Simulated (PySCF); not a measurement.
Species: PF2PH2, F2H2P2.
Bonds: F1–P2, P2–F3, P2–P4. Hydrogens: H5, H6 on P4.

Computed by this run: PBE0-D3(BJ)/def2-SVP geometry optimisation, gas phase (PySCF 2.14.0); density fitting, grid level 1; the optimiser is geomeTRIC in internal coordinates, started from a GFN2-xTB structure with every atom displaced at random (about 0.01 Å).

Step 0: E = -24022.4340 eV
```
atom  x, y, z in Å  |  force x, y, z in eV/Å
F1     -1.5006   -1.0156   -0.8601    0.354   0.269  -0.238
P2     -0.8182    0.4102   -0.4741   -0.895  -0.537   0.277
F3     -1.7152    0.6216    0.8633    0.393   0.259  -0.137
P4      1.0086   -0.4201    0.4832   -0.966  -1.141   0.931
H5      1.4492    0.8643    0.7046    0.529   1.201   0.224
H6      1.6004   -0.4905   -0.7615    0.585  -0.051  -1.057
```

Q: Estimate the geometry and energy of step 1. (The exact step hangs on the optimiser's Hessian estimate; all steps are aligned on step 0, rigid shifts and turns removed.)

A: E = -24022.5290 eV, largest force 0.412 eV/Å
```
atom  x, y, z in Å  |  force x, y, z in eV/Å
F1     -1.4105   -1.0057   -0.9476    0.003   0.259   0.084
P2     -0.8809    0.4435   -0.4391    0.061  -0.329  -0.097
F3     -1.7450    0.5837    0.9132   -0.088   0.014   0.032
P4      0.9594   -0.3871    0.5306    0.204   0.266  -0.240
H5      1.5418    0.9288    0.6649   -0.091  -0.260  -0.019
H6      1.5594   -0.5933   -0.7666   -0.089   0.050   0.240
```

The energy changes by -0.0950 eV. The first-order estimate −F·Δx gives -0.2332 eV and the mean of the old and new forces, exact on a quadratic surface, -0.0872 eV. The step makes an angle of 70° with the force vector and moves no atom by more than 0.126 Å.

What follows is the cost of the whole optimisation. On Arm Neoverse V1, one thread (shared host), this took 12 s of wall time and 0.37 GiB of memory at its peak.
